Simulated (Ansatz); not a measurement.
MgMe(NH2) (CH₅MgN). The state is a singlet with charge 0. Geometry B3LYP-D4/def2-TZVP; atoms count from 1.

```xyz
8

Mg   -0.177    0.091   -0.266
C     0.923   -0.483    1.411
H     0.612    0.066    2.305
H     1.992   -0.300    1.271
H     0.802   -1.548    1.624
N    -1.173    0.613   -1.792
H    -0.956    1.375   -2.421
H    -2.023    0.186   -2.133
```

Estimate the Mulliken populations from the PBE0/def2-TZVP orbitals of Ansatz.


| atom | charge (e) |
| --- | --- |
| Mg1 | 0.78 |
| C2 | -0.80 |
| H3 | 0.15 |
| H4 | 0.15 |
| H5 | 0.15 |
| N6 | -0.88 |
| H7 | 0.23 |
| H8 | 0.23 |
Mulliken values and Mayer orders depend strongly on the basis.

And the Mayer bond orders between bonded heavy atoms (over 0.3)?

Mg1–C2 0.85 (2.09 Å); Mg1–N6 0.89 (1.90 Å).
